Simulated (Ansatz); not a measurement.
A nudged elastic band was laid between two geometries of BFH2 + ClH (6 atoms, charge 0, multiplicity 1).

Theory: Ansatz 0.2.0, RKS r2SCAN-D4/def2-SVP.

- movable images: 5
- climbing image: yes
- spring: 5.0 eV/Å²
- optimiser: quadratic models (default)
- start path: through a guess of the saddle point
- force threshold: 0.05 eV/Å
- iteration limit: 60
- end points: relaxed

Image 0:

```xyz
6
Properties=species:S:1:pos:R:3
B -0.006 0.264 -0.035
F -0.011 0.599 1.254
H 1.063 0.208 -0.593
H -1.074 0.140 -0.583
Cl 0.089 -2.500 0.835
H 0.075 -1.826 1.934
```

Image 6:

```xyz
6
Properties=species:S:1:pos:R:3
B 0.014 -0.411 -0.183
F 0.007 0.115 1.747
H 1.059 0.104 -0.470
H -1.061 0.040 -0.466
Cl 0.071 -2.182 0.154
H 0.047 -0.780 2.030
```

Q: What changes between the two ends?

A: Bonds broken: B1–F2, Cl5–H6. Bonds formed: B1–Cl5, F2–H6. BFH2 + ClH becomes BClH2 + FH.

Q: What energy profile does the band end with?

A: It converged. The highest image is number 4 of 0 to 6, 72.9 kJ/mol above the first end and 25.6 kJ/mol above the last; the last end lies 47.3 kJ/mol above the first. A vibrational analysis at the climbing image gives one clearly imaginary mode, 755i cm⁻¹: a first-order saddle point. The orbitals stay closed-shell, which can raise the energy where a bond breaks towards radicals; this wasn't checked here.

```tsv
image	path coordinate (Å)	energy (kJ/mol)	B1–F2 (Å)	Cl5–H6 (Å)	B1–Cl5 (Å)
0	0.00	0.0	1.33	1.29	2.90
1	0.32	2.2	1.34	1.29	2.77
2	0.64	13.9	1.36	1.30	2.53
3	0.97	45.2	1.42	1.35	2.25
4	1.29	72.9	1.55	1.54	2.04
5	1.66	54.2	1.76	1.93	1.88
6	2.03	47.3	2.00	2.34	1.80
```

Q: What is the geometry of the highest image?

A: 
```xyz
6
Properties=species:S:1:pos:R:3
B 0.010 -0.191 0.031
F 0.008 0.140 1.542
H 1.063 0.103 -0.463
H -1.062 0.037 -0.455
Cl 0.073 -2.160 0.545
H 0.045 -1.044 1.611
```

Q: What are the harmonic wavenumbers there?

A: 755i, 486, 551, 698, 774, 872, 928, 1165, 1247, 1579, 2617, 2754 cm⁻¹.

Time of the run: 2.1 min on 1 thread of Arm Neoverse V1 (shared host), peak memory 0.11 GiB.
